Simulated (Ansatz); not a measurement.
## How close CCSD(T) comes to the exact answer in a basis

Each species is computed at the geometry given (Å), with frozen cores, in Ansatz 0.2.0: RHF-CCSD(T) for singlets, UHF-CCSD(T) otherwise, and full CI in the same basis. The program picks the determinant by trial CCSD, so it needn't be the lowest Hartree–Fock solution. States: BH3 A1, BF⁺ Σ⁺ or Δ, B–AlH2 A2, H2B–Al A1. Cases whose determinant has another symmetry than full CI's state, or whose (Q) step broke down, weren't drawn.

Question: Judging by size, spin and bonding and the diagnostics given, rank them by the size of CCSD(T)'s error in total energy against full CI in the same basis, smallest first (an estimate).
A. BF⁺, doublet, 6-31G: B 0.000 0.000 0.000; F 0.000 0.000 1.494. T1 0.037, (T) -182 meV in a correlation energy of -4.72 eV
B. H2B–Al, singlet, 6-31G: B 0.000 0.000 2.646; Al 0.000 0.000 -1.347; H 0.000 1.791 3.834; H 0.000 -1.791 3.834. T1 0.076, (T) -290 meV in a correlation energy of -4.82 eV
C. BH3, singlet, cc-pVDZ: B -0.010 0.000 0.000; H 1.325 0.016 0.000; H -0.620 1.026 -0.003; H -0.594 -1.041 0.003. T1 0.006, (T) -44 meV in a correlation energy of -3.24 eV
D. B–AlH2, quintet, 6-31G: B 0.000 0.000 1.551; Al 0.000 0.000 -0.528; H 0.000 -1.411 -1.249; H 0.000 1.411 -1.249. T1 0.029, (T) -37 meV in a correlation energy of -1.79 eV

Answer: C (11.8 meV), D (27.8 meV), A (43.9 meV), B (117.0 meV).

```csv
species,basis,correlated electrons,CCSD(T) − full CI (meV),CCSDT(Q) − full CI (meV),unpaired electrons (full CI),T1,⟨S²⟩ of the determinant
"BH3, singlet",cc-pVDZ,6,11.8,0.2,0.03,0.006,0.00
"B–AlH2, quintet",6-31G,8,27.8,0.0,4.03,0.029,6.00
"BF⁺, doublet",6-31G,9,43.9,-18.3,1.05,0.037,0.76
"H2B–Al, singlet",6-31G,8,117.0*,-4.8,1.23,0.076,0.00
```

Unpaired electrons are Σ n²(2−n)² over natural occupations; an open shell counts its own unpaired electrons too. Frozen cores follow each run's orbitals, which moves totals by a few meV. No single determinant describes H2B–Al, singlet well, by full CI's occupations. An asterisk marks runs whose energy the program itself flagged as in doubt.
